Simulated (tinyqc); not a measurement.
Pariser-Parr-Pople SCF with singles CI, for the molecule c1ccccc1 (SMILES; centres numbered as the heavy atoms are written), step by step. One step of it, computed by the program tinyqc.

Question. PPP integrals. Mataga-Nishimoto: gamma = 14.399645/(R + a), a = 2 x 14.399645/(gamma_rr + gamma_ss); H_rr = -W_r - sum_(s != r) z_s gamma_rs; H_rs = beta for bonds.

Centres (angstrom, eV; a flat drawing with bonds scaled to 1.40 angstrom):
```
centre          x          y  core charge z          W   gamma_rr
1C       1.400000   0.000000              1  11.160000  11.130000
2C       0.700000   1.212000              1  11.160000  11.130000
3C      -0.700000   1.212000              1  11.160000  11.130000
4C      -1.400000   0.000000              1  11.160000  11.130000
5C      -0.700000  -1.212000              1  11.160000  11.130000
6C       0.700000  -1.212000              1  11.160000  11.130000
```

Resonance integrals (eV):
```
i  j       beta
1  2  -2.390000
2  3  -2.390000
3  4  -2.390000
4  5  -2.390000
5  6  -2.390000
6  1  -2.390000
```

Give: repulsion gamma_rs; core matrix H.

Answer.

repulsion gamma_rs (eV):
```
        1C      2C      3C      4C      5C      6C
1C  11.130   5.346   3.873   3.517   3.873   5.346
2C   5.346  11.130   5.346   3.873   3.518   3.873
3C   3.873   5.346  11.130   5.346   3.873   3.518
4C   3.517   3.873   5.346  11.130   5.346   3.873
5C   3.873   3.518   3.873   5.346  11.130   5.346
6C   5.346   3.873   3.518   3.873   5.346  11.130
```

core matrix H (eV):
```
         1C       2C       3C       4C       5C       6C
1C  -33.115   -2.390    0.000    0.000    0.000   -2.390
2C   -2.390  -33.116   -2.390    0.000    0.000    0.000
3C    0.000   -2.390  -33.116   -2.390    0.000    0.000
4C    0.000    0.000   -2.390  -33.115   -2.390    0.000
5C    0.000    0.000    0.000   -2.390  -33.116   -2.390
6C   -2.390    0.000    0.000    0.000   -2.390  -33.116
```
